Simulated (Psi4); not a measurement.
Psi4 input (PBE/6-31G**):

```
memory 8100 MB

molecule {
0 1
H    -0.00000000   -0.00000000   -0.37201156
H     0.00000000    0.00000000    0.37201156
}

set {
  basis 6-31g**
  scf_type df
}

energy('pbe')
print_variables()
```

Output:

```
-----------------------------------------------------------------------
          Psi4: An Open-Source Ab Initio Electronic Structure Package
                               Psi4 1.11 release

    D. G. A. Smith, L. A. Burns, A. C. Simmonett, R. M. Parrish,
    M. C. Schieber, R. Galvelis, P. Kraus, H. Kruse, R. Di Remigio,
    A. Alenaizan, A. M. James, S. Lehtola, J. P. Misiewicz, M. Scheurer,
    R. A. Shaw, J. B. Schriber, Y. Xie, Z. L. Glick, D. A. Sirianni,
    J. S. O'Brien, J. M. Waldrop, A. Kumar, E. G. Hohenstein,
    B. P. Pritchard, B. R. Brooks, H. F. Schaefer III, A. Yu. Sokolov,
    K. Patkowski, A. E. DePrince III, U. Bozkaya, R. A. King,
    F. A. Evangelista, J. M. Turney, T. D. Crawford, C. D. Sherrill,
    J. Chem. Phys. 152(18) 184108 (2020). https://doi.org/10.1063/5.0006002

                            Additional Code Authors
    E. T. Seidl, C. L. Janssen, E. F. Valeev, M. L. Leininger,
    J. F. Gonthier, R. M. Richard, H. R. McAlexander, M. Saitow, X. Wang,
    P. Verma, M. H. Lechner, A. Jiang, S. Behnle, A. G. Heide,
    M. F. Herbst, D. L. Poole, T. Győri, E. C. Mitchell, J. P. Pederson,
    and A. M. Wallace

             Previous Authors, Complete List of Code Contributors,
                       and Citations for Specific Modules
    https://github.com/psi4/psi4/blob/master/codemeta.json
    https://github.com/psi4/psi4/graphs/contributors
    https://psicode.org/psi4manual/master/introduction.html#citing-psifour

    -----------------------------------------------------------------------

    Threads:    4
    Addons:     a̶d̶c̶c̶, a̶m̶b̶i̶t̶, b̶s̶e̶, c̶c̶t̶3̶, c̶f̶o̶u̶r̶, c̶h̶e̶m̶p̶s̶2̶, c̶p̶p̶e̶, d̶d̶x̶,
                d̶f̶t̶d̶3̶, d̶f̶t̶d̶4̶, dkh, ecpint, einsums, f̶o̶r̶t̶e̶, gauxc, g̶c̶p̶,
                g̶d̶m̶a̶, g̶e̶o̶m̶e̶t̶r̶i̶c̶, g̶p̶u̶_̶d̶f̶c̶c̶, i̶n̶t̶e̶g̶r̶a̶t̶o̶r̶x̶x̶,
                i̶p̶i̶, l̶i̶b̶e̶f̶p̶, m̶d̶i̶, m̶p̶2̶d̶, m̶r̶c̶c̶, ooo,
                o̶p̶e̶n̶f̶e̶r̶m̶i̶o̶n̶p̶s̶i̶4̶, pcmsolver, p̶s̶i̶4̶f̶o̶c̶k̶c̶i̶, p̶s̶i̶x̶a̶s̶,
                p̶y̶e̶i̶n̶s̶u̶m̶s̶, r̶e̶s̶p̶, s̶i̶m̶i̶n̶t̶, s̶n̶s̶m̶p̶2̶,
                v̶2̶r̶d̶m̶_̶c̶a̶s̶s̶c̶f̶

  ==> Input File <==

--------------------------------------------------------------------------
memory 8100 MB

molecule {
0 1
H    -0.00000000   -0.00000000   -0.37201156
H     0.00000000    0.00000000    0.37201156
}

set {
  basis 6-31g**
  scf_type df
}

energy('pbe')
print_variables()
--------------------------------------------------------------------------

   => Libint2 <=

    Primary   basis highest AM E, G, H:  7, 6, 3
    Auxiliary basis highest AM E, G, H:  7, 7, 4
    Onebody   basis highest AM E, G, H:  -, -, -
    Solid Harmonics ordering:            Gaussian

   => Loading Basis Set <=

    Name: 6-31G**
    Role: ORBITAL
    Keyword: BASIS
    atoms 1-2 entry H          line    44 file 6-31gss.gbs

         ---------------------------------------------------------
                                   SCF
               by Justin Turney, Rob Parrish, Andy Simmonett
                          and Daniel G. A. Smith
                              RKS Reference
                        4 Threads,   7724 MiB Core
         ---------------------------------------------------------

  ==> Geometry <==

    Molecular point group: d2h
    Full point group: D_inf_h

    Geometry (in Angstrom), charge = 0, multiplicity = 1:

       Center              X                  Y                   Z               Mass
    ------------   -----------------  -----------------  -----------------  -----------------
         H            0.000000000000     0.000000000000    -0.372011560000     1.007825032230
         H            0.000000000000     0.000000000000     0.372011560000     1.007825032230

  Running in d2h symmetry.

  Rotational constants: A = ************  B =     60.43221  C =     60.43221 [cm^-1]
  Rotational constants: A = ************  B = 1811712.12794  C = 1811712.12794 [MHz]
  Nuclear repulsion =    0.711237589861455

  Charge       = 0
  Multiplicity = 1
  Electrons    = 2
  Nalpha       = 1
  Nbeta        = 1

  ==> Algorithm <==

  SCF Algorithm Type is DF.
  DIIS enabled.
  MOM disabled.
  Fractional occupation disabled.
  Guess Type is SAD.
  Energy threshold   = 1.00e-06
  Density threshold  = 1.00e-06
  Integral threshold = 1.00e-12

  ==> Primary Basis <==

  Basis Set: 6-31G**
    Blend: 6-31G**
    Number of shells: 6
    Number of basis functions: 10
    Number of Cartesian functions: 10
    Spherical Harmonics?: false
    Max angular momentum: 1

  ==> DFT Potential <==

   => LibXC <=

    Version 7.1.2
    S. Lehtola, C. Steigemann, M. J. T. Oliveira, and M. A. L. Marques,  SoftwareX 7, 1–5 (2018) (10.1016/j.softx.2017.11.002)

   => Composite Functional: PBE <=

    PBE GGA Exchange-Correlation Functional

    J.P. Perdew et. al., Phys. Rev. Lett., 77(18), 3865-3868, 1996

    Deriv               =              1
    GGA                 =           TRUE
    Meta                =          FALSE

    Exchange Hybrid     =          FALSE
    MP2 Hybrid          =          FALSE

   => Exchange Functionals <=

    1.0000     XC_GGA_X_PBE

   => Correlation Functionals <=

    1.0000     XC_GGA_C_PBE

   => LibXC Density Thresholds  <==

    XC_GGA_C_PBE:  1.00E-12
    XC_GGA_X_PBE:  1.00E-15

   => Molecular Quadrature <=

    Radial Scheme          =       TREUTLER
    Pruning Scheme         =           NONE
    Nuclear Scheme         =       TREUTLER

    Blocking Scheme        =         OCTREE
    BS radius alpha        =              1
    Pruning alpha          =              1
    Radial Points          =             75
    Spherical Points       =            302
    Total Points           =          44640
    Total Blocks           =            392
    Max Points             =            256
    Max Functions          =             10
    Weights Tolerance      =       1.00E-15

   => Loading Basis Set <=

    Name: (6-31G** AUX)
    Role: JKFIT
    Keyword: DF_BASIS_SCF
    atoms 1-2 entry H          line    51 file cc-pvdz-jkfit.gbs

  ==> Integral Setup <==

  DFHelper Memory: AOs need 0.000 GiB; user supplied 5.645 GiB.
  SCF_SUBTYPE=INCORE selected. In-core MEM_DF algorithm will be used.
  Using in-core AOs.

  ==> MemDFJK: Density-Fitted J/K Matrices <==

    J tasked:                   Yes
    K tasked:                    No
    wK tasked:                   No
    OpenMP threads:               4
    Algorithm:                 Core
    Schwarz Cutoff:           1E-12
    Mask sparsity (%):       0.0000
    Fitting Condition:        1E-10

   => Auxiliary Basis Set <=

  Basis Set: (6-31G** AUX)
    Blend: CC-PVDZ-JKFIT
    Number of shells: 18
    Number of basis functions: 50
    Number of Cartesian functions: 50
    Spherical Harmonics?: false
    Max angular momentum: 2

  Cached 100.0% of DFT collocation blocks in 0.013 [GiB].

  Minimum eigenvalue in the overlap matrix is 1.8648018646E-01.
  Reciprocal condition number of the overlap matrix is 8.2701773695E-02.
    Using symmetric orthogonalization.

  ==> Pre-Iterations <==

  SCF Guess: Superposition of Atomic Densities via on-the-fly atomic UHF (no occupation information).

   -------------------------
    Irrep   Nso     Nmo
   -------------------------
     Ag         3       3
     B1g        0       0
     B2g        1       1
     B3g        1       1
     Au         0       0
     B1u        3       3
     B2u        1       1
     B3u        1       1
   -------------------------
    Total      10      10
   -------------------------

  ==> Iterations <==

                           Total Energy        Delta E     RMS |[F,P]|

   @DF-RKS iter SAD:    -0.95717774698118   -9.57178e-01   0.00000e+00
   @DF-RKS iter   1:    -1.15772455582811   -2.00547e-01   2.02181e-02 ADIIS/DIIS
   @DF-RKS iter   2:    -1.16405761075177   -6.33305e-03   5.84928e-03 ADIIS/DIIS
   @DF-RKS iter   3:    -1.16464323863723   -5.85628e-04   7.67461e-05 DIIS
   @DF-RKS iter   4:    -1.16464333873569   -1.00098e-07   9.87504e-08 DIIS
  Energy and wave function converged.

  ==> Post-Iterations <==

   Electrons on quadrature grid:
      Ntotal   =    2.0000000054 ; deviation = 5.357e-09

    Orbital Energies [Eh]
    ---------------------

    Doubly Occupied:

       1Ag    -0.377708

    Virtual:

       1B1u    0.079386     2Ag     0.548731     2B1u    0.985965
       1B2u    1.608818     1B3u    1.608818     3Ag     2.306389
       1B3g    2.543159     1B2g    2.543159     3B1u    4.074299

    Final Occupation by Irrep:
             Ag   B1g   B2g   B3g    Au   B1u   B2u   B3u
    DOCC [     1,    0,    0,    0,    0,    0,    0,    0 ]
    NA   [     1,    0,    0,    0,    0,    0,    0,    0 ]
    NB   [     1,    0,    0,    0,    0,    0,    0,    0 ]

  @DF-RKS Final Energy:    -1.16464333873569

   => Energetics <=

    Nuclear Repulsion Energy =              0.7112375898614546
    One-Electron Energy =                  -2.5006179973347096
    Two-Electron Energy =                   1.3168941909018774
    DFT Exchange-Correlation Energy =      -0.6921571221643150
    Empirical Dispersion Energy =           0.0000000000000000
    VV10 Nonlocal Energy =                  0.0000000000000000
    Total Energy =                         -1.1646433387356927

Computation Completed

Properties will be evaluated at   0.000000,   0.000000,   0.000000 [a0]

Properties computed using the SCF density matrix

 Multipole Moments:

 ------------------------------------------------------------------------------------
     Multipole            Electronic (a.u.)      Nuclear  (a.u.)        Total (a.u.)
 ------------------------------------------------------------------------------------

 L = 1.  Multiply by 2.5417464519 to convert [e a0] to [Debye]
 Dipole X            :          0.0000000            0.0000000            0.0000000
 Dipole Y            :          0.0000000            0.0000000            0.0000000
 Dipole Z            :          0.0000000            0.0000000            0.0000000
 Magnitude           :                                                    0.0000000

 ------------------------------------------------------------------------------------

  Variable Map:
  ----------------------------------------------------------------------------
  "CURRENT ENERGY"              =>      -1.164643338736
  "CURRENT REFERENCE ENERGY"    =>      -1.164643338736
  "DD SOLVATION ENERGY"         =>       0.000000000000
  "DFT FUNCTIONAL TOTAL ENERGY" =>      -1.164643338736
  "DFT TOTAL ENERGY"            =>      -1.164643338736
  "DFT VV10 ENERGY"             =>       0.000000000000
  "DFT XC ENERGY"               =>      -0.692157122164
  "GRID ELECTRONS ALPHA"        =>       1.000000002678
  "GRID ELECTRONS BETA"         =>       1.000000002678
  "GRID ELECTRONS TOTAL"        =>       2.000000005357
  "NUCLEAR REPULSION ENERGY"    =>       0.711237589861
  "ONE-ELECTRON ENERGY"         =>      -2.500617997335
  "PCM POLARIZATION ENERGY"     =>       0.000000000000
  "PE ENERGY"                   =>       0.000000000000
  "SCF ITERATION ENERGY"        =>      -1.164643338736
  "SCF ITERATIONS"              =>       4.000000000000
  "SCF TOTAL ENERGY"            =>      -1.164643338736
  "TWO-ELECTRON ENERGY"         =>       1.316894190902
  "XC GRID RADIAL POINTS"       =>      75.000000000000
  "XC GRID SPHERICAL POINTS"    =>     302.000000000000
  "XC GRID TOTAL POINTS"        =>   44640.000000000000

  Array Variable Map:
  ----------------------------------------------------------------------------
  "CURRENT DIPOLE"              =>       0.000000000000 ... 0.000000000000 1 by 3
  "SCF DIPOLE"                  =>       0.000000000000 ... 0.000000000000 1 by 3
  "SCF TOTAL ENERGIES"          =>      -0.957177746981 ... -1.164643338736 1 by 5

*** Psi4 exiting successfully. Buy a developer a beer!
```
